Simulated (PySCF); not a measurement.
CFCl3: calculation against experiment

**What was measured.**

NIST CCCBDB Release 22 (SRD 101), experimental dipoles lists, for the gas: dipole moment (microwave Stark effect, vibrational ground state) 0.46 ± 0.02 D.

How close the calculation comes is told at the end.

Compound: CFCl3.
Numbering: `[F:1][C:2]([Cl:3])([Cl:4])[Cl:5]`

Geometry (GFN2-xTB, Å), atoms numbered from 1 in this order:
```
atom  x, y, z in Å
F1     0.060   -0.141    1.396
C2     0.005   -0.006    0.067
Cl3   -0.458    1.661   -0.313
Cl4    1.603   -0.371   -0.604
Cl5   -1.201   -1.140   -0.563
```

Runs made with PySCF (gas phase, on this GFN2-xTB geometry; no spin–orbit coupling):

| level | job | basis functions | wall time |
| --- | --- | --- | --- |
| B97-2/Sadlej pVTZ | shieldings | 144 | 7.2 s |
| BHandHLYP/Sadlej pVTZ | shieldings | 144 | 7.2 s |
| CAM-B3LYP/Sadlej pVTZ | shieldings | 144 | 12 s |
| HCTH407/Sadlej pVTZ | shieldings | 144 | 11 s |
| HSE06/Sadlej pVTZ | shieldings | 144 | 17 s |
| LC-wPBE/Sadlej pVTZ | shieldings | 144 | 16 s |
| OLYP/Sadlej pVTZ | shieldings | 144 | 13 s |
| WP04/Sadlej pVTZ | shieldings | 144 | 7.5 s |
| mPW1PW91/Sadlej pVTZ | shieldings | 144 | 7.9 s |
| revPBE/Sadlej pVTZ | shieldings | 144 | 12 s |
| wB97X-D/Sadlej pVTZ | shieldings | 144 | 9.6 s |
| wB97X/Sadlej pVTZ | shieldings | 144 | 10 s |

Hardware: Intel Xeon at 2.30 GHz, one thread (shared host).

## Comparison

**Dipole moment.** Measured: 0.46 D (NIST CCCBDB Release 22 (SRD 101), experimental dipoles).

| level | computed (D) | computed − measured (D) | % (from the printed values) |
| --- | --- | --- | --- |
| B97-2/Sadlej pVTZ | 0.34 | -0.12 | -26 |
| BHandHLYP/Sadlej pVTZ | 0.46 | 0.00 | 0 |
| CAM-B3LYP/Sadlej pVTZ | 0.42 | -0.04 | -9 |
| HCTH407/Sadlej pVTZ | 0.29 | -0.17 | -37 |
| HSE06/Sadlej pVTZ | 0.36 | -0.10 | -22 |
| LC-wPBE/Sadlej pVTZ | 0.38 | -0.08 | -17 |
| OLYP/Sadlej pVTZ | 0.28 | -0.18 | -39 |
| WP04/Sadlej pVTZ | 0.47 | +0.01 | +2 |
| mPW1PW91/Sadlej pVTZ | 0.36 | -0.10 | -22 |
| revPBE/Sadlej pVTZ | 0.27 | -0.19 | -41 |
| wB97X-D/Sadlej pVTZ | 0.34 | -0.12 | -26 |
| wB97X/Sadlej pVTZ | 0.35 | -0.11 | -24 |

Closest is BHandHLYP/Sadlej pVTZ (0.00 D), furthest revPBE/Sadlej pVTZ (-0.19 D); one molecule doesn't rank methods. The computed dipoles belong to one fixed geometry; measured ones are averaged over vibrations unless marked μe. Magnitudes are compared, not signs.

No measured geometry was used, and the causes of the misses weren't examined.
